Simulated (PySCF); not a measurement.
Species: C4H5O2 (charge -1).
Geometry (PBE0-D3(BJ)/def2-SVP, Å), atoms numbered from 1 in this order:
```
atom  x, y, z in Å
O1     1.7439   -0.2635   -1.1423
C2     1.6186   -0.1171    0.0931
O3     2.4849   -0.0978    0.9851
C4     0.1601    0.0624    0.5801
C5    -0.9098   -0.7113   -0.1395
C6    -0.8002    0.7669   -0.3373
H7     0.0471    0.2136    1.6590
H8    -1.7614   -1.1045    0.4278
H9    -0.5416   -1.3389   -0.9570
H10   -1.5754    1.4124    0.0916
H11   -0.3574    1.0977   -1.2817
```

NICS = −σ at a ghost point: NICS(0) at the centroid of the ring atoms, NICS(1) 1 Å to either side along the normal of their mean plane, zz for the tensor component along that normal. Level: GIAO PBE0/pcSseg-1 (PySCF, non-relativistic, gas phase) on the PBE0-D3(BJ)/def2-SVP geometry, one conformer.

Ring bond lengths (Å), with Mayer bond orders in brackets: C4–C5 1.504 (0.93), C5–C6 1.495 (1.00), C6–C4 1.503 (0.93).

Problem. What do the NICS probes read (ppm)?

Solution. 
```tsv
ring	type	NICS(0)	NICS(1), two faces	NICS(1)zz, two faces	rms pucker (Å)	centre to ring atoms, mean (Å)
C4–C5–C6	3-membered carbocycle; formal bonds all single	-44.2	-9.5 / -9.8	-26.5 / -25.3	0.00	0.87
```

Problem. What can be read from them?

Solution. 
- C4–C5–C6: mean NICS(1)zz -25.9 ppm, shielded. C4, C5, C6 have four or more neighbours, so the value isn't read as a sign of a π ring current. NICS(0) lies 35 ppm below the mean NICS(1).

Problem. What is the mean of the two in-plane components of NICS at the first NICS(1) probe listed for ring C4–C5–C6, 1 Å off the ring?

Solution. The isotropic value is a third of the trace: (3 × -9.5 − (-26.5))/2 = -1.0 ppm.

Problem. List the ring angles and the Hirshfeld charges of the ring atoms.

Solution. 
- C4–C5–C6: C4 59.6° (-0.081 e), C5 60.2° (-0.119 e), C6 60.2° (-0.120 e); sum 180.0° against 180° for a flat convex ring.

Problem. How shielded are the nuclei of the rings and their hydrogens (means over atoms taken as equivalent)?

Solution. 
```csv
atoms,environment,σ isotropic (ppm)
C4,sp3 carbon next to a carbonyl,167.7
C5 (×2),three-membered-ring carbon,180.1
H7,methine hydrogen,30.64
H8 (×2),methylene hydrogen,31.78
H9 (×2),methylene hydrogen,30.92
```

Problem. How do the values depend on the level or the medium?

Solution. 
```tsv
level	NICS(0), C4–C5–C6	mean NICS(1)zz, C4–C5–C6
PBE0/pcSseg-1, gas	-44.2	-25.9
wB97X-D/pcSseg-2, gas	-44.7	-26.6
```

The geometry is the same throughout.
